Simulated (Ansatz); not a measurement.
Cartesian coordinates (Å):
```xyz
4

C     -0.0058     0.0006    -0.0001
O      1.1865    -0.1240     0.0132
H     -0.6879    -0.8720    -0.0081
H     -0.4928     0.9954    -0.0050
```
Charge 0, spin multiplicity 1.

Level of theory: frozen-core CCSD(T)/cc-pVTZ // B3LYP-D3(BJ)/def2-TZVP run with Ansatz (a program for electronic structure).

The HF energy is -113.91208 Ha and the MP2 correlation energy is -0.39488 Ha.

### Question
Estimate the CCSD correlation energy, the (T) correction, the total energy and the T1 diagnostic.

### Answer

The CCSD correlation energy comes out as -0.40515 Ha, the (T) correction is -0.01646 Ha and the CCSD(T) total energy is -114.33369 Ha. The T1 diagnostic comes out as 0.015.
